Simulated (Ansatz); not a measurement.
System: bcc Ba. Method: PBE+SOC (plane waves, PAW; Ansatz, an electronic-structure program).

The input as run:

Ansatz 0.2 input:
```yaml
crystal:
  lattice:
    - [-2.5125, 2.5125, 2.5125]
    - [2.5125, -2.5125, 2.5125]
    - [2.5125, 2.5125, -2.5125]
  atoms:
    - { symbol: Ba, position: [0.0, 0.0, 0.0] }
basis:
  ecutwfc: 520
  ecutrho_ratio: 4
  xc_grid: 2
kpoints:
  mp_grid: { grid: [16, 16, 16] }
hamiltonian:
  xc: pbe
  dispersion: none
  pseudopotentials: { kind: paw }
scf:
  occupations: { method: fermi_dirac, width: 0.05 }
  convergence: { dr2_threshold: 0.0000000001 }
output:
  forces: false
  stress: true
  eigenvalues: true
magnetization:
  noncollinear: true
  spin_orbit: true
```

From the output:

```
Crystal: 1 atoms, lattice volume = 63.442 Å³
Basis set: ecut = 520 eV, 1721 PW (Γ), exchange–correlation on 72×72×72 points (8 copies of the dense FFT grid, shifted against one another)
Bands: 18, of which v1, the nominal top of the filled ones, is band 10 counted from 1 (9 counted from 0)
Symmetry: 48 space group operations + 48 with time reversal
k-points: 145 of 4096
Initial density: superposition of atomic densities (chi_scale 0.1, normalization cell)
Functional: x = pbe(κ = 0.804, μ = 0.2195149727645171), c = pbe(β = 0.06672455060314922)
spin=Noncollinear: Kerker preconditioning applied to the charge; magnetization (m_x, m_y, m_z) channels mix plain (no charge-response kernel on spin).
SCF 1 converged in 8 iterations: F = -5954.305487 eV  dr2 = 6.91e-11
SCF converged after 8 iterations
Free energy (F): -5954.305487 eV
Internal energy: -5954.295061 eV  (E = F + TS)
E sigma→0 (E₀):  -5954.300274 eV
Fermi energy:    5.770943 eV
--- Stress (GPa, compression-positive) ---
       -0.023135      -0.000000       0.000000
        0.000000      -0.023135      -0.000000
       -0.000000      -0.000000      -0.023135
  P = ⅓ Tr σ = -0.0231 GPa (-0.231 kbar)
```

Note: cell and atoms aren't relaxed at this level.

It cost about 14 core-seconds (a rough figure) of CPU time.
